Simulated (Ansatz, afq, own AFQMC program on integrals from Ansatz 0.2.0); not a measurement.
**SiN, doublet in 6-31G, levels against full CI**

```tsv
atom	x (Å)	y (Å)	z (Å)
Si	0.0000	0.0000	0.0000
N	0.0000	0.0000	5.2930
```

Basis 6-31G. Noble-gas cores (and the filled d shells of Ga–Kr and In–Xe) are frozen. Ansatz 0.2.0 and our own AFQMC program on the same integrals; the CISD trial comes from CCSD amplitudes, and released means the phaseless constraint is let go. Error bars are statistical, one sigma.

Determinant: UHF, the one that the program's search chose, which needn't be the lowest solution. The geometry is a point of a scan.

Full CI on the same integrals is exact in this basis and with this determinant's frozen core.

Cautions: unrestricted determinant spin contaminated (⟨S²⟩ 2.75 against 0.75); the next higher spin lies close (within 5 meV by full CI).

The T1 diagnostic is 0.0047 and the weight of the determinant in the CISD state is 0.959. The ⟨S²⟩ of the determinant is 2.754 and the size of the correlated space is 9 electrons in 16 orbitals.

Reference: full CI, correlation energy -1.571 eV. The released energy is read at 1.62 1/Eh, later times being too noisy (meV from the phaseless value at times in 1/Eh: -0.1 ± 0.6 at 0.24, 0.0 ± 0.4 at 0.51, -1.6 ± 0.7 at 0.99, -0.8 ± 0.3 at 1.62, -4 ± 3 at 2.40). The cautions show a poor starting determinant, so the rows tell how each method copes with it here, and full CI is the sure value.

```json
{"level": "HF", "E − E(reference) (kJ/mol)": "151.6", "share of correlation (%)": "0.00"}
{"level": "MP2", "E − E(reference) (kJ/mol)": "43.0", "share of correlation (%)": "71.62"}
{"level": "CCSD", "E − E(reference) (kJ/mol)": "1.0", "share of correlation (%)": "99.33"}
{"level": "CCSD(T)", "E − E(reference) (kJ/mol)": "0.3", "share of correlation (%)": "99.82"}
{"level": "CCSDT", "E − E(reference) (kJ/mol)": "0.0", "share of correlation (%)": "99.98"}
{"level": "CCSDT(Q)", "E − E(reference) (kJ/mol)": "0.0", "share of correlation (%)": "99.99"}
{"level": "CCSDTQ", "E − E(reference) (kJ/mol)": "0.0", "share of correlation (%)": "100.00"}
{"level": "ph-AFQMC/CISD", "E − E(reference) (kJ/mol)": "0.1 ± 0.05", "share of correlation (%)": "99.97"}
{"level": "released AFQMC", "E − E(reference) (kJ/mol)": "0.0 ± 0.03", "share of correlation (%)": "100.02"}
```

CCSDT and higher add their correlation energy to the determinant of the CCSD(T) run, since their own runs factorise the integrals more tightly (a shift of under 2 meV). A walk keeps the symmetry of its determinant, which the program's search chose and which needn't be the lowest solution, so a lower state of the same spin and another symmetry isn't excluded. Released energies are given only where the last usable release times agree within the noise; a slower fall can still hide under it.
